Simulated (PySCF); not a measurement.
# C4H10N: g tensor and hyperfine couplings

Species: C₄H₁₀N (doublet state).
Z-matrix (Å and degrees, GFN2-xTB geometry), rows numbered from 1:
```
C 
N   1  1.4429
C   2  1.4057  1  119.96
C   3  1.4924  2  115.48  1  -169.00
C   3  1.4930  2  117.97  1    42.72
H   1  1.0885  2  109.35  3   -58.60
H   1  1.0995  2  113.30  3    62.47
H   1  1.0897  2  108.59  3  -176.85
H   2  1.0126  1  112.40  3  -134.07
H   4  1.0989  3  112.45  2   -79.32
H   4  1.0894  3  110.12  2   160.97
H   4  1.0901  3  110.93  2    41.04
H   5  1.0907  3  111.63  2   -62.95
H   5  1.0871  3  109.44  2   177.47
H   5  1.0983  3  112.27  2    57.78
```

The hyperfine couplings belong to this conformer and change with its torsions.

As a line formula: `CN[C](C)C` [radical].

Method: UKS B3LYP, pcH-1 on C H N, non-relativistic, mean-field spin-orbit, GIAO in PySCF. One conformer (not necessarily the lowest) at the GFN2-xTB geometry, without solvent, vibrations or thermal averaging. A GFN2-xTB geometry isn't a minimum of the functional, and hyperfine couplings can be far from their values at a DFT geometry. Stability of the SCF solution: not tested.

* g1, g2, g3: 2.00213, 2.00278, 2.00320
* g_iso: 2.00270
* Form of g: rhombic: the two nearest values differ by 40 % of g3 − g1
* ⟨S²⟩: 0.7534 (exact 0.7500)
* HOMO–LUMO gap, α and β orbitals: 4.63, 6.77 eV
* Total energy: -213.16836 Eh

Hyperfine couplings atom by atom, in MHz; T1 to T3 are the principal values of the dipolar part:

```json
{"atom": "C1", "isotope": "13C", "a_iso": "12.8", "T1": "-2.4", "T2": "-1.0", "T3": "3.4", "Mulliken spin population": "-0.01"}
{"atom": "N2", "isotope": "14N", "a_iso": "8.3", "T1": "-10.2", "T2": "-9.9", "T3": "20.2", "Mulliken spin population": "0.13"}
{"atom": "C3", "isotope": "13C", "a_iso": "130.8", "T1": "-70.1", "T2": "-69.3", "T3": "139.3", "Mulliken spin population": "0.80"}
{"atom": "C4", "isotope": "13C", "a_iso": "-13.2", "T1": "-2.2", "T2": "-1.2", "T3": "3.4", "Mulliken spin population": "-0.06"}
{"atom": "C5", "isotope": "13C", "a_iso": "-9.7", "T1": "-2.4", "T2": "-1.2", "T3": "3.6", "Mulliken spin population": "-0.06"}
{"atom": "H6", "isotope": "1H", "a_iso": "6.5", "T1": "-3.3", "T2": "-2.6", "T3": "5.9", "Mulliken spin population": "0.00"}
{"atom": "H7", "isotope": "1H", "a_iso": "25.9", "T1": "-3.6", "T2": "-2.6", "T3": "6.2", "Mulliken spin population": "0.03"}
{"atom": "H8", "isotope": "1H", "a_iso": "-0.5", "T1": "-3.3", "T2": "-2.3", "T3": "5.6", "Mulliken spin population": "0.00"}
{"atom": "H9", "isotope": "1H", "a_iso": "2.6", "T1": "-11.4", "T2": "-5.3", "T3": "16.7", "Mulliken spin population": "0.00"}
{"atom": "H10", "isotope": "1H", "a_iso": "107.6", "T1": "-3.9", "T2": "-3.2", "T3": "7.1", "Mulliken spin population": "0.07"}
{"atom": "H11", "isotope": "1H", "a_iso": "27.3", "T1": "-5.4", "T2": "-4.0", "T3": "9.4", "Mulliken spin population": "0.01"}
{"atom": "H12", "isotope": "1H", "a_iso": "18.9", "T1": "-4.8", "T2": "-3.8", "T3": "8.6", "Mulliken spin population": "0.01"}
{"atom": "H13", "isotope": "1H", "a_iso": "49.5", "T1": "-5.1", "T2": "-4.0", "T3": "9.2", "Mulliken spin population": "0.01"}
{"atom": "H14", "isotope": "1H", "a_iso": "4.6", "T1": "-5.3", "T2": "-3.7", "T3": "9.0", "Mulliken spin population": "0.00"}
{"atom": "H15", "isotope": "1H", "a_iso": "102.6", "T1": "-3.9", "T2": "-3.3", "T3": "7.1", "Mulliken spin population": "0.07"}
```

The Mulliken spin populations are largest on C3 (+0.80), N2 (+0.13), H15 (+0.07) and H10 (+0.07). No atom but C3 exceeds +0.15. The angles at C3 add up to 351.9°, so it is slightly pyramidal.

Axes: g2 points within 11° of the N2–C3 bond.

Under fast tumbling the dipolar parts average out, and these isotropic splittings remain: 3 × 1H (H13/H14/H15, I = 1/2, 4 lines) with 1.86 mT, 3 × 1H (H10/H11/H12, I = 1/2, 4 lines) with 1.83 mT, 3 × 1H (H6/H7/H8, I = 1/2, 4 lines) with 0.38 mT, 1 × 14N (N2, I = 1, 3 lines) with 0.30 mT and 1 × 1H (H9, I = 1/2, 2 lines) with 0.09 mT.

Class means assume fast exchange of nuclei equivalent by connectivity; if that motion is slow, each nucleus keeps its own coupling. C4 and C5, with what hangs on them, aren't averaged: C3 is flat or nearly so (angle sum 352°), and its turn about the short C3–N2 bond (1.41 Å) is taken as slow. The three 1H nuclei of mean +52.3 MHz run from 4.6 to 102.6 MHz in the frozen geometry. The three 1H nuclei of mean +51.3 MHz run from 18.9 to 107.6 MHz in the frozen geometry.

The 13C coupling of C3 (130.8 MHz) shows only in satellite lines or after enrichment, since that isotope makes up about 1.07 % of natural carbon.

β density exceeds α density at some nuclei, such as C4 (-0.0118) and C5 (-0.0086), spin density in bohr⁻³. In a single determinant that takes different orbitals for the two spins, that is spin polarisation.
